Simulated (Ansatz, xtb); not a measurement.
# H4PSi2: which of two isomers lies lower

Structure a: `[SiH]1[SiH2]P1`, a doublet. Structure b: `[SiH2]1[SiH2][P]1`, a doublet. Both are isolated molecules in the gas phase, relaxed with B3LYP/6-31G*.

a (Å):

```xyz
7

P     0.7526    2.2812   -1.2806
Si   -0.9512    3.7968   -0.9460
Si   -1.2272    2.0943   -2.4542
H    -1.5971    3.6076    0.3948
H    -1.0511    2.3393   -3.9050
H    -2.1231    0.9396   -2.1870
H     0.4306    1.4280   -0.1816
```

b (Å):

```yaml
atoms:
  - { symbol: P, position_ang: [-2.0949, 1.5654, -2.6004] }
  - { symbol: Si, position_ang: [-1.3291, 2.3205, -0.5686] }
  - { symbol: Si, position_ang: [-0.0558, 2.6131, -2.4289] }
  - { symbol: H, position_ang: [-1.0000, 1.2687, 0.4270] }
  - { symbol: H, position_ang: [-2.0875, 3.4497, 0.0273] }
  - { symbol: H, position_ang: [1.1315, 1.7590, -2.6864] }
  - { symbol: H, position_ang: [0.0444, 3.9397, -3.0890] }
```

Energies in hartree; the thermal terms are from B3LYP/6-31G* harmonic frequencies (ideal gas, rigid rotor, one conformer each, 298.15 K, 1 atm) and include the zero-point energy:

|  | a | b |
| --- | --- | --- |
| E, CCSD(T)/def2-SVP | −920.937299 | −920.949678 |
| zero-point energy | 0.034198 | 0.034319 |
| H(298 K) − E | 0.040416 | 0.040562 |
| G(298 K) − E | 0.005295 | 0.006006 |

Work out ΔE, ΔE₀, ΔH and ΔG for a → b in kJ/mol (1 Eh = 2625.50 kJ/mol) and the equilibrium ratio [b]/[a].

1. ΔE = −920.949678 − (−920.937299) = −0.012379 Eh = −32.50 kJ/mol.
2. ΔE₀ = ΔE + ΔZPE = −0.012379 + (+0.000121) Eh = −32.18 kJ/mol.
3. ΔH = ΔE + (+0.000146) Eh = −32.12 kJ/mol.
4. ΔG = ΔE + (+0.000711) Eh = −30.63 kJ/mol, so ΔS = (ΔH − ΔG)/T = −5.0 J/(mol K).
5. kT = 0.9442 mEh, so K = [b]/[a] = exp(−ΔG/kT) = exp(+12.36) ≈ 2.3 × 10^5.

Structure b is favoured at this temperature. An error of 4 kJ/mol in ΔG would change K by a factor of 5. HF/STO-3G, r2SCAN-D4/def2-SVP gave ΔE the other sign. Mirror images and further conformers aren't counted.

As drawn, b has 1 Si–H in place of 1 P–H.

Other levels gave ΔE = −28.2 (GFN2-xTB); +10.3 (HF/STO-3G, GFN2-xTB geometries); +14.6 (r2SCAN-D4/def2-SVP, GFN2-xTB geometries); −31.8 (B3LYP/6-31G*); −49.4 (HF/def2-SVP); −30.1 (MP2/def2-SVP) kJ/mol. Open shells are spin-unrestricted. The correlated steps freeze 15 core orbitals. Programs: Ansatz 0.2.0, xtb 6.7.1.
